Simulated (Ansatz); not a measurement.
**AlNH (quartet): from Hartree-Fock to the top rungs at scale of all distances = 1.113, 6-31G**

How much of the correlation energy of AlNH (quartet) does each wave-function method recover here?

Program: Ansatz 0.2.0, Gaussian basis. Level of theory: 6-31G, core rule «outside noble gas», up to 6 orbitals frozen. These are calculated values, not measurements.

The runs, in order: UHF; CCSD(T) on ROHF; CCSD(T) on UHF; BCCD(T) on ROHF; CISD; CCSDT(Q) on ROHF; CCSDT(Q) on UHF; CCSDTQ on ROHF; CASSCF and MRCISD+Q, 5 electrons in 5 orbitals; CASSCF and NEVPT2, 5 electrons in 5 orbitals; CASSCF and MRCISD+Q, 9 electrons in 9 orbitals; CASSCF and NEVPT2, 9 electrons in 9 orbitals; Full CI.

17 further runs of the same task are left out: 1 for a mislabelled method, 1 for a known fault of the program, 11 that didn't finish, 4 set aside as unsound or not needed.

## 1. What is computed

The geometry derives from a PBE0/def2-TZVP stationary point (not a proven minimum). All distances are scaled together.

3 atoms, charge 0, spin multiplicity 4.

Atoms are counted from 1 here; the program's logs count them from 0.

Bond lengths: Al1–N2 2.136 Å, Al1–H3 1.794 Å. Angles: N2–Al1–H3 112.5°.

Geometry (Å):

```xyz
3

Al    0.0000   -0.1165    0.6872
N     0.0000    0.1197   -1.4355
H     0.0000    1.4553    1.5525
```

## 2. UHF

File in.yaml:

```yaml
crystal:
  periodic: [false, false, false]
  atoms:
    - {symbol: Al, position_ang: [0.000000, -0.116491, 0.687194]}
    - {symbol: N, position_ang: [0.000000, 0.119674, -1.435484]}
    - {symbol: H, position_ang: [0.000000, 1.455327, 1.552529]}
basis:
  gaussian: {orbitals: 6-31G}
magnetization: {spin_polarized: true, initial_magnetization: 3}
hamiltonian: {xc: hf}
output: {orbitals: {seedname: orbitals}}
```

On the command line:

```sh
ansatz run in.yaml --threads 1 --pin off --events-out ev --progress --plain --max-ram 2393MiB
```

The runs that follow: CCSD(T) on ROHF; CCSD(T) on UHF; BCCD(T) on ROHF; CISD; CCSDT(Q) on ROHF; CCSDT(Q) on UHF; CCSDTQ on ROHF; CASSCF and MRCISD+Q, 5 electrons in 5 orbitals; CASSCF and NEVPT2, 5 electrons in 5 orbitals; CASSCF and MRCISD+Q, 9 electrons in 9 orbitals; CASSCF and NEVPT2, 9 electrons in 9 orbitals; Full CI.

**Question.** What will the summary of the whole plan be? Wanted: FCI below the RHF energy; RMP2 from FCI; UMP2 from FCI; RCCSD from FCI; RCCSD(T) from FCI; UCCSD(T) from FCI; RCCSDT(Q) from FCI; UCCSDT(Q) from FCI; NEVPT2 pair from FCI.

**Answer**, as computed:

| quantity | value |
| --- | --- |
| FCI below the RHF energy | -3.1445 eV |
| RMP2 from FCI | +76.5 kJ/mol |
| UMP2 from FCI | +78.9 kJ/mol |
| RCCSD from FCI | +9.7 kJ/mol |
| RCCSD(T) from FCI | +2.9 kJ/mol |
| UCCSD(T) from FCI | +2.9 kJ/mol |
| RCCSDT(Q) from FCI | +0.1 kJ/mol |
| UCCSDT(Q) from FCI | -0.1 kJ/mol |
| NEVPT2 pair from FCI | +66.1 kJ/mol |
| MRCISD+Q pair from FCI | +3.0 kJ/mol |
| NEVPT2 valence from FCI | +35.3 kJ/mol |
| levels within 1 kcal/mol (43 meV) | RCCSD(T), UCCSD(T), BCCD(T), RCCSDT, UCCSDT, RCCSDT(Q), UCCSDT(Q), RCCSDTQ, MRCISD+Q pair, MRCISD+Q valence |
| T1 diagnostic | 0.044 |
| effectively unpaired electrons | 3.05 |

What this shows: RCCSD(T) misses by +2.9 kJ/mol, 1.0 % of the correlation energy. The occupations are near whole numbers, but T1 = 0.044 shows that the orbitals relax strongly. Of the multireference levels listed MRCISD+Q pair comes nearest in total energy (+3.0 kJ/mol), which doesn't show that its space is the better one. These misses are within one basis, not against nature; the frozen cores of restricted and unrestricted runs differ, which can shift their rows.
